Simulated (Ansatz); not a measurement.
The cluster Al2H⁻. The state is a singlet with charge -1. Geometry PBE-D4/def2-TZVPD; atoms count from 1.

```tsv
atom	x (Å)	y (Å)	z (Å)
Al1	0.1235	-0.2879	0.4479
Al2	1.1219	0.2870	-1.8074
H3	-1.2454	0.0009	1.3595
```

The restricted singlet is unstable: a solution with broken spin symmetry lies lower. The highest occupied level of the charge -1 singlet lies above zero (up to 0.67 eV). Its loss leaves the charge 0 doublet, which lies 0.82 eV higher (vertical, at PBE0-D4/def2-TZVPD), but this difference is unsure: the doublet is doubtful (geometry relaxed on an unsound state). The geometry of the singlet was relaxed on an unsound state (an occupied level 0.26 eV above an empty one). At PBE0-D4/def2-TZVPD a triplet of charge -1 lies 0.71 eV below the restricted singlet, each at its own geometry. The structure comes from a short search, and lower isomers may exist.

Estimate the Mulliken populations from the PBE0/def2-TZVPD orbitals of Ansatz.


```csv
atom,charge (e)
Al1,-0.45
Al2,-0.43
H3,-0.13
```
Mulliken values and Mayer orders depend strongly on the basis. With diffuse functions, as here, like atoms can get unlike values, and bond orders can come out too low or too high.

And the Mayer bond orders between bonded heavy atoms (over 0.3)?

Al1–Al2 1.66 (2.53 Å).
